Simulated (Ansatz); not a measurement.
2H MoS2, treated with r²SCAN (PAW; Ansatz, a quantum-chemistry and plane-wave program).

Settings: plane-wave cutoff 600 eV, 12×12×4 k mesh (along the axes of the cell as run), Fermi–Dirac smearing 0.01 eV, no spin polarisation, scalar-relativistic PAW data made under PBE.

Starting structure:

```xyz
6
Lattice="3.1600 0.0000 0.0000 -1.5800 2.7366 0.0000 0.0000 0.0000 12.3000" Properties=species:S:1:pos:R:3 pbc="T T T"
Mo     1.5800     0.9122     9.2250
Mo     0.0000     1.8244     3.0750
S      1.5800     0.9122     4.6617
S      0.0000     1.8244    10.8117
S      0.0000     1.8244     7.6383
S      1.5800     0.9122     1.4883
```

Problem. Into what structure does the relaxation of cell and atoms lead at this level, with the symmetry of the start kept?

Solution. The volume increases by 7.3 %; final space group P6_3/mmc.
```xyz
6
Lattice="3.1844 0.0000 0.0000 -1.5922 2.7578 0.0000 0.0000 0.0000 12.9931" Properties=species:S:1:pos:R:3 pbc="T T T"
Mo     1.5922     0.9193     9.7448
Mo     0.0000     1.8385     3.2483
S      1.5922     0.9193     4.8010
S      0.0000     1.8385    11.2975
S      0.0000     1.8385     8.1922
S      1.5922     0.9193     1.6956
```

Note: the cell comes from a level without a dispersion term, which matters for the spacing of layers, chains or molecules; the cell has widely spaced layers and the level no dispersion term, so their spacing and the moduli can rest on weak binding.
